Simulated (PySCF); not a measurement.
# OZn (ZnO): the cost of one run

The runs use PySCF 2.14.0, with density-fitted response routines of our own; the level of theory stands in each step. All values are computed, except where a source is named. Atoms count from 0, in the outputs and in this text.

## 1. The starting structure

2 atoms, charge 0, multiplicity 1; geometry from: GFN2-xTB. The atoms were then displaced at random by about 0.01 Å, so the start is not that level's minimum.

Bonds of the start (Å): O0–Zn1 1.63.

## 2. Relaxing the molecule at PBE0-D3(BJ)/def2-TZVP

The job: settings as JSON, then the geometry in Å.

```
{"job": {"xc": "PBE0", "basis": "def2-TZVP", "d3": "d3bj", "grid": 2, "shake": 0.01, "kind": "geom"}, "charge": 0, "multiplicity": 1}
O      0.825010    -0.028750     0.001700
Zn    -0.807520    -0.000060    -0.013830
```

Launch:

```console
$ OMP_NUM_THREADS=1 python probes_run.py task.json out
```

The driver reads the jobs from task.json and runs them one after another.

**Question.** How long does this first job take on 1 thread of Intel Xeon Platinum 8488C, shared host, and how much memory does it need?

About 6.9 s, with a peak of 0.32 GiB.
